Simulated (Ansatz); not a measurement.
This script for a rigid scan of one bond length of C2H4N, SMILES [CH]=NC with the Ansatz DFT code, driven from Python holds a mistake.

`scan_c2h4n.py`
```python
"""Potential curve of C2H4N along one bond."""

import ansatz
from ase import Atoms
import numpy as np


def main() -> None:
    atoms = Atoms(["C", "N", "C", "H", "H", "H", "H"], positions=[
        (1.5917, -0.4083, -0.2933),
        (0.4336, -0.8687, 0.0208),
        (-0.716, -0.0079, 0.1574),
        (1.7511, 0.6523, -0.4691),
        (-0.9226, 0.5094, -0.8041),
        (-1.5996, -0.6202, 0.4317),
        (-0.5382, 0.7435, 0.9565),
    ])
    mol = ansatz.Crystal.molecule_from_ase(atoms)

    symbols = [site.symbol for site in mol.cartesian_sites]
    start = np.array([site.position_ang for site in mol.cartesian_sites])
    axis = (start[4] - start[2]) / np.linalg.norm(start[4] - start[2])
    moving = [4]
    lengths, energies = [0.978, 1.022, 1.067, 1.111, 1.156, 1.2, 1.245, 1.311], []
    for length in lengths:
        xyz = start.copy()
        xyz[moving] += (length - np.linalg.norm(start[4] - start[2])) * axis
        point = ansatz.Crystal.molecule()
        for symbol, place in zip(symbols, xyz):
            point = point.atom(symbol, place.tolist())
        job = (
            point.calculation()
            .basis(gaussian="def2-SVP")
            .functional("r2scan", dispersion="d3bj")
            .spin("collinear", total=1)
        )
        summary = job.run(cores=2, threads=1).report
        energies.append(summary["free_energy_ev"])
        print(f"r = {length:6.3f} A  E = {energies[-1]:.5f} eV  <S^2> = {abs(summary['mean_field']['state']['spin_squared']):.3f}")

    # quartic fit about the minimum
    fit = np.polynomial.Polynomial.fit(lengths, np.array(energies) - min(energies), 4).convert()
    roots = [r.real for r in fit.deriv().roots() if abs(r.imag) < 1e-9 and fit.deriv(2)(r.real) > 0]
    r_e = min(roots, key=lambda r: abs(r - lengths[int(np.argmin(energies))]))
    print(f"minimum of the fit at {r_e:.4f} A, force constant {fit.deriv(2)(r_e):.2f} eV/A^2")


if __name__ == "__main__":
    main()
```

```console
$ python scan_c2h4n.py
Traceback (most recent call last):
  File "scan_c2h4n.py", line 49, in <module>
    main()
    ~~~~^^
  File "scan_c2h4n.py", line 37, in main
    summary = job.run(cores=2, threads=1).report
              ~~~~~~~^^^^^^^^^^^^^^^^^^^^
TypeError: Calculation.run() got an unexpected keyword argument 'cores'
```

Find the fault and give the corrected script.

The fault: run() has no such keyword. Mended:

```diff
--- before
+++ after
@@ -36,3 +36,3 @@
         )
-        summary = job.run(cores=2, threads=1).report
+        summary = job.run(threads=1).report
         energies.append(summary["free_energy_ev"])
```

With that change:

```console
$ python scan_c2h4n.py
DeckWarning: the engine holds no damping parameters fitted to this dispersion correction and functional, so the run takes those fitted to r2scan beside the three-body term, which d3bj leaves out (hamiltonian.dispersion, under Limitations)
r =  0.978 A  E = -3620.89674 eV  <S^2> = 0.760
r =  1.022 A  E = -3621.09846 eV  <S^2> = 0.760
r =  1.067 A  E = -3621.20082 eV  <S^2> = 0.760
r =  1.111 A  E = -3621.22192 eV  <S^2> = 0.760
r =  1.156 A  E = -3621.18127 eV  <S^2> = 0.760
r =  1.200 A  E = -3621.09503 eV  <S^2> = 0.760
r =  1.245 A  E = -3620.97103 eV  <S^2> = 0.760
r =  1.311 A  E = -3620.74296 eV  <S^2> = 0.760
minimum of the fit at 1.1025 A, force constant 32.80 eV/A^2
```
(Warnings from the package without file and line.)

Reading the output:
- Total energies depend on the basis set; only differences at equal settings carry meaning.
- The rest of the molecule is held rigid at a force-field or estimated start geometry, and the basis set is modest; single-reference methods fail as a bond breaks.
- The run takes the species as open-shell (spin multiplicity 2), which needn't be its ground state.
- A dispersion term here runs with damping parameters fitted for another variant or functional.
- Timing: 25 s on 1 thread of Intel(R) Xeon(R) Platinum 8259CL CPU @ 2.50GHz (Skylake/Cascade Lake), on a shared host, peak memory 0.22 GiB.
